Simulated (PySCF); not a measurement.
Compound: PH₄ (charge +1).
SMILES with atom numbers: `[PH4+:1]` (hydrogens: H2, H3, H4, H5 on P1)

Computed by this run: PBE0-D3(BJ)/def2-SVP geometry optimisation, gas phase (PySCF 2.14.0); density fitting, grid level 1; the optimiser is geomeTRIC in internal coordinates, started from a GFN2-xTB structure with every atom displaced at random (about 0.01 Å).

Step 0: E = -9338.9720 eV
```
atom  x, y, z in Å  |  force x, y, z in eV/Å
P1      0.0223   -0.0248    0.0005   -0.771   0.762  -0.735
H2     -0.7416   -0.8669   -0.7810   -0.373  -0.479  -0.404
H3      0.3153   -0.6193    1.1697    0.494  -0.813   1.489
H4     -0.7082    1.1288    0.2578   -0.295   0.374   0.111
H5      1.1458    0.3481   -0.6850    0.945   0.157  -0.461
```

Problem. Estimate the geometry and energy of step 1. (The exact step hangs on the optimiser's Hessian estimate; all steps are aligned on step 0, rigid shifts and turns removed.)

Solution. E = -9339.0621 eV, largest force 0.436 eV/Å
```
atom  x, y, z in Å  |  force x, y, z in eV/Å
P1      0.0081   -0.0075   -0.0102    0.090  -0.104   0.212
H2     -0.7662   -0.8848   -0.8071    0.099   0.087   0.089
H3      0.3421   -0.6482    1.2220   -0.085   0.183  -0.386
H4     -0.7432    1.1594    0.2624    0.070  -0.097  -0.028
H5      1.1928    0.3472   -0.7050   -0.175  -0.069   0.114
```

The energy changes by -0.0900 eV. The first-order estimate −F·Δx gives -0.2506 eV and the mean of the old and new forces, exact on a quadratic surface, -0.0976 eV. The step makes an angle of 25° with the force vector and moves no atom by more than 0.066 Å.

What follows is the cost of the whole optimisation. The run took 1.6 s on Intel Xeon Platinum 8488C, one thread, shared host, and the process peaked at 0.25 GiB of memory.
